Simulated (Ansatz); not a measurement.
A calculation with Ansatz (development build ahead of 0.2.0).

```yaml
crystal:
  periodic: [false, false, false]
  atoms:
    - { symbol: "N", position_ang: [-0.01081, -0.07479, 0.1133] }
    - { symbol: O, position_ang: [-0.32915, 1.02278, 0.23508] }
    - { symbol: O, position_ang: [3.07957, -0.00877, 0.10894] }
    - { symbol: H, position_ang: [3.25635, 0.85352, 0.37769] }
    - { symbol: H, position_ang: [3.87358, -0.35406, -0.26353] }
basis:
  gaussian: { orbitals: def2-SVP }
magnetization:
  spin_polarized: true
  initial_magnetization: 1
hamiltonian:
  xc: hf
output:
  forces: true
```

The input is written out in the form of the current development build from the run's settings.

Results

- Converged: yes
- Total energy: -205.10305 hartree
- Spin squared of the determinant: 0.790
- Stability test: minimum

Forces (eV/Å):
```tsv
atom	Fx	Fy	Fz
N1	-1.098	3.556	0.392
O2	1.105	-3.589	-0.400
O3	-0.597	-1.536	-0.402
H4	0.463	1.499	0.430
H5	0.128	0.071	-0.020
```
